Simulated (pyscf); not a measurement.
Thermochemistry of product channels of H₃C–SiH(Cl)–Cl + HCl on the singlet surface, in eV, from ωB97M-D3(BJ)/def2-TZVP energies (ideal gas, 1 atm, RRHO with modes under 100 cm⁻¹ raised to 100, one conformer, R ln 2 for chiral ones without a mode under 150 cm⁻¹). PySCF, gas phase, ωB97X-D3(BJ)/def2-SVP geometries.

| products | ΔE | ΔH(298 K) | ΔG(298 K) | ΔG(900 K) |
|---|---|---|---|---|
| Cl–CH₂–SiH(Cl)–Cl + H₂ | +1.07 | +0.96 | +1.05 | +1.18 |
| CH₄ + Cl–SiH(Cl)–Cl | -0.92 | -0.85 | -0.81 | -0.67 |

These are energies of the channels, which say nothing of barriers. Cl–CH₂–SiH(Cl)–Cl lies 1.90 eV over its isomer H₃C–Si(Cl)(Cl)–Cl (electronic energy, ωB97M-D3(BJ)/def2-TZVP).
